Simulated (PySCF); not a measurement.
**Atomic charges by several schemes**

1,2-dimethoxyethane, C4H10O2.
Numbering: `[CH3:1][O:2][CH2:3][CH2:4][O:5][CH3:6]` (hydrogens: H7, H8, H9 on C1; H10, H11 on C3; H12, H13 on C4; H14, H15, H16 on C6)

Cartesian coordinates in Å at the GFN2-xTB level; atoms count from 1:
```xyz
16
C4H10O2 angstrom
C      2.7579   -0.0027   -0.0247
O      1.6018   -0.6669    0.4167
C      0.4500    0.1401    0.3615
C     -0.7270   -0.6865    0.8935
O     -1.9104    0.0518    1.0599
C     -2.5742    0.3800   -0.1363
H      3.5767   -0.7139    0.0612
H      2.9707    0.8791    0.5928
H      2.6602    0.3174   -1.0701
H      0.5738    1.0400    0.9844
H      0.2655    0.4625   -0.6759
H     -0.8906   -1.5471    0.2293
H     -0.4647   -1.0569    1.8870
H     -2.7399   -0.5110   -0.7538
H     -2.0231    1.1216   -0.7246
H     -3.5344    0.8016    0.1552
```

Density: PBE0/pcSseg-1 (PySCF); schemes: Mulliken, IAO, Hirshfeld and ESP-fitted. One conformer (not necessarily the lowest) at the GFN2-xTB geometry, without solvent, vibrations or thermal averaging.

Question: Give the atomic charges in each scheme.

Answer: In e; atoms taken as equivalent share a row and are averaged (×n: the atom named and its like, n in all):

| atom | environment | Mulliken | IAO | Hirshfeld | ESP-fitted |
| --- | --- | --- | --- | --- | --- |
| C1/C6 | methoxy carbon | -0.028 | -0.200 | -0.041 | -0.105 |
| O2/O5 | ether oxygen | -0.520 | -0.391 | -0.145 | -0.370 |
| C3/C4 | sp3 carbon bound to oxygen | +0.041 | -0.057 | -0.004 | +0.123 |
| H7 (×6) | methyl hydrogen | +0.100 | +0.133 | +0.041 | +0.085 |
| H10/H11/H12/H13 | methylene hydrogen | +0.105 | +0.125 | +0.034 | +0.049 |

Mean size of the charges over all atoms: IAO 0.162 e, Mulliken 0.137 e, ESP-fitted 0.119 e, Hirshfeld 0.048 e. Each set sums to the total charge, 0, to within 0.001 e. The Hirshfeld scheme weights the molecular density at each point by an atom's share of the summed free-atom densities.

Some averages cover members that differ in this geometry: C3/C4, ESP-fitted +0.001 to +0.245; H7 (×6), ESP-fitted +0.058 to +0.122; H10/H11/H12/H13, ESP-fitted +0.024 to +0.085; O2/O5, ESP-fitted -0.395 to -0.345 e.

Lowest charge. All schemes agree: Mulliken O2/O5 (-0.520); IAO O2/O5 (-0.391); Hirshfeld O2/O5 (-0.145); ESP-fitted O2/O5 (-0.370).

Highest charge. The schemes don't all agree: Mulliken H10/H11/H12/H13 (+0.105); IAO H7 (×6) (+0.133); Hirshfeld H7 (×6) (+0.041); ESP-fitted C3/C4 (+0.123).

Question: How many electrons does the IAO scheme count on C3?

Answer: Its own charge is -0.063 e, so Z − q = 6.063.

Question: Sum the charges by element.

Answer: 
| element | atoms | Mulliken | IAO | Hirshfeld | ESP-fitted |
| --- | --- | --- | --- | --- | --- |
| C | 4 | +0.025 | -0.514 | -0.090 | +0.037 |
| O | 2 | -1.040 | -0.782 | -0.290 | -0.740 |
| H | 10 | +1.016 | +1.297 | +0.381 | +0.704 |

Question: How closely do the schemes follow one another over all atoms?

Answer: Correlation coefficient and root-mean-square difference: IAO with Hirshfeld 0.98, 0.128 e; Mulliken with Hirshfeld 0.97, 0.143 e; Mulliken with ESP-fitted 0.91, 0.087 e; Mulliken with IAO 0.90, 0.087 e; Hirshfeld with ESP-fitted 0.90, 0.109 e; IAO with ESP-fitted 0.85, 0.099 e.

The run behind these numbers computed NMR shieldings as well. On one thread, x86-64 server, no GPU, shared host, this took 11 s wall.
